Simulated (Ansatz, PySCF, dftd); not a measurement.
Species: C$_{2}$H$_{6}$N, charge 0, doublet. C2H6N (SMILES [CH](C)N, doublet).
B3LYP-D3(BJ)/def2-TZVP minimum from Ansatz (an electronic-structure program):
```
C
H 1 1.0829
N 1 1.3979 2 114.75
H 3 1.0094 1 115.11 2 -39.55
H 3 1.0112 4 111.01 1 132.42
C 1 1.4864 2 119.59 3 148.01
H 6 1.0903 1 110.78 2 37.82
H 6 1.0964 7 107.50 1 -121.96
H 6 1.1019 7 107.53 8 -114.43
```
Charge 0, spin multiplicity 2.

Quantity: enthalpy of formation at 298 K (by atomisation, with ideal-gas terms from PySCF's Hessian at B3LYP-D3(BJ)/def2-TZVP and the atoms' measured values of the G2/97 table; no spin-orbit terms), in kcal/mol. Open shells are spin-unrestricted; no spin-orbit coupling. Correlated methods leave the cores frozen. Rows without X2C or -DK are non-relativistic. CBS(X,Y): correlation extrapolated as X^-3, Hartree-Fock from the larger set. A bracket is a step between two methods taken in the basis named. Functionals run without relativity, which enters their misses. Double hybrids freeze cores in their MP2 part. 'core' is core correlation in cc-pwCVTZ, 'X2C' scalar relativity in cc-pVTZ-DK, both at CCSD(T). Where a partner has so few electrons that a lower coupled-cluster level is exact, that level stands in.

```csv
level,program,enthalpy of formation at 298 K (kcal/mol),difference against the last row
HF/aug-cc-pVTZ,Ansatz,241.2,214.0
PBE-D3(BJ)/def2-TZVPD,Ansatz + dftd3,7.1,-20.1
r2SCAN-D3(BJ)/def2-TZVPD,Ansatz + dftd3,25.4,-1.8
r2SCAN/def2-TZVPD,Ansatz,26.1,-1.1
PBE0-D3(BJ)/def2-TZVPD,Ansatz + dftd3,21.0,-6.2
PBE0-D4/def2-TZVPD,Ansatz + dftd4,21.4,-5.8
CAM-B3LYP-D3(BJ)/def2-TZVPD,Ansatz + dftd3,19.7,-7.5
CAM-B3LYP/def2-TZVPD,Ansatz,21.7,-5.5
B2GP-PLYP-D3(BJ)/def2-TZVPD,Ansatz + dftd3,37.8,10.6
B2GP-PLYP-D4/def2-TZVPD,Ansatz + dftd4,38.2,11.0
"CCSD(T)/CBS(cc-pVTZ,cc-pVQZ) + core + X2C",Ansatz,27.8,0.6
CCSDT(Q)/cc-pVDZ,Ansatz,91.5,64.3
"CCSD(T)/CBS(cc-pVTZ,cc-pVQZ) + [CCSDT(Q) - CCSD(T)]/cc-pVDZ + core + X2C",Ansatz,27.2,0.0
```
